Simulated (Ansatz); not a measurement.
The input, for Ansatz 0.2.0:

```yaml
crystal:
  periodic: [false, false, false]
  atoms:
    - {symbol: B, position_ang: [-0.114887, 0.000009, 0.089052]}
    - {symbol: H, position_ang: [0.311423, 0.539087, -0.991887]}
    - {symbol: H, position_ang: [0.609492, -0.000048, 1.028622]}
    - {symbol: H, position_ang: [0.311340, -0.539134, -0.991888]}
basis:
  gaussian: {orbitals: cc-pVDZ}
magnetization: {spin_polarized: false, initial_magnetization: 2}
correlation: {method: fci, electrons: outside_noble_gas}
```

```sh
$ ansatz run in.yaml --threads 1 --pin off --events-out ev --progress --plain --max-ram 2393MiB
```

Log:

```
531 factors; integrals over basis functions are off by at most 2.1e-7 eV
mean field evaluation 1: about -713.6427 eV, gradient 1.0e1 eV
mean field evaluation 2: about -713.6433 eV, gradient 1.0e1 eV
mean field evaluation 4: about -714.5201 eV, gradient 5.1e-1 eV
mean field evaluation 8: about -714.5229 eV, gradient 2.1e-4 eV
mean field -714.52286667 eV, -26.2582310289 hartree, gradient 1.7e-6 eV, S^2 2.000000; 0 other end points of the search recorded, 0 dependent functions left out
mean field evaluation 16: about -714.5930 eV, gradient 3.3e-1 eV
1 core orbitals not correlated: weight in the atoms' cores, before any rotation towards them, 1.000 or more for the frozen orbitals, at most 0.000 for the correlated occupied ones
reference -714.52286667 eV, -26.2582310289 hartree; 4, 2 occupied and 24, 26 virtual orbitals, 531 factors
state -717.56035834 eV, -26.3698567891 hartree
Total energy: -717.56035834 eV, -26.3698567891 hartree
```

Natural occupations: 1.9602 1.9513 0.9897 0.9887 0.0214 0.0205 0.0176 0.0091 0.0068 0.0058 0.0057 0.0055 0.0048 0.0029 0.0022 0.0021 0.0012 0.0010 0.0008 0.0006 0.0005 0.0005 0.0003 0.0003.

Ran on 1 thread of Intel Xeon Platinum 8259CL, shared host: 28 s wall, 0.61 GiB peak host memory.
